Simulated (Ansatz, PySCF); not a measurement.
Molecule: C3H6Cl, net charge 0, doublet state. It need not be the lowest isomer of its formula. SMILES: Cl[CH]CC
Geometry from a B3LYP-D3(BJ)/def2-TZVP (Ansatz, a program for electronic structure) optimisation:
```xyz
10

C      0.9000    -0.6643     0.0234
C      2.3619    -0.2179     0.0389
C     -0.0299     0.4815    -0.1187
H      0.6605    -1.2154     0.9391
H      0.7417    -1.3804    -0.7971
H      3.0262    -1.0779     0.1305
Cl    -1.7205     0.2293     0.0384
H      2.6221     0.3083    -0.8818
H      2.5581     0.4531     0.8767
H      0.2469     1.4178    -0.5809
```
Charge 0, spin multiplicity 2.


Property: enthalpy of formation at 298 K (from the atomisation energy, B3LYP-D3(BJ)/def2-TZVP harmonic zero-point and thermal terms from PySCF, and the atoms' enthalpies of formation in the G2/97 table; no spin-orbit terms, and no core term in the frozen-core levels), in kcal/mol. Cores are frozen in the correlated levels unless marked. UHF or UKS for open shells. Spin-orbit coupling is left out. No relativistic terms. The coupled-cluster limit lacks core correlation, which all-electron functionals hold. CBS marks a two-point X^-3 extrapolation of the correlation energy; Hartree-Fock from the larger set. [CCSD(T)-MP2]/basis is that difference in the basis named.

```json
[
 {"level": "PBE0-D3(BJ)/def2-TZVPD", "program": "Ansatz + dftd3", "enthalpy of formation at 298 K (kcal/mol)": "2.7"},
 {"level": "BHLYP-D3(BJ)/def2-TZVPD", "program": "Ansatz + dftd3", "enthalpy of formation at 298 K (kcal/mol)": "31.9"},
 {"level": "BHLYP-D4/def2-TZVPD", "program": "Ansatz + dftd4", "enthalpy of formation at 298 K (kcal/mol)": "33.2"},
 {"level": "CAM-B3LYP-D4/def2-TZVPD", "program": "Ansatz + dftd4", "enthalpy of formation at 298 K (kcal/mol)": "9.7"}
]
```

Problem. Estimate the value at RI-MP2/CBS(cc-pV(T+d)Z,cc-pV(Q+d)Z)+[CCSD(T)-MP2]/cc-pV(D+d)Z as computed with Ansatz.

Solution. 13.3 kcal/mol, so CAM-B3LYP-D4/def2-TZVPD differs from it by -3.6 kcal/mol.
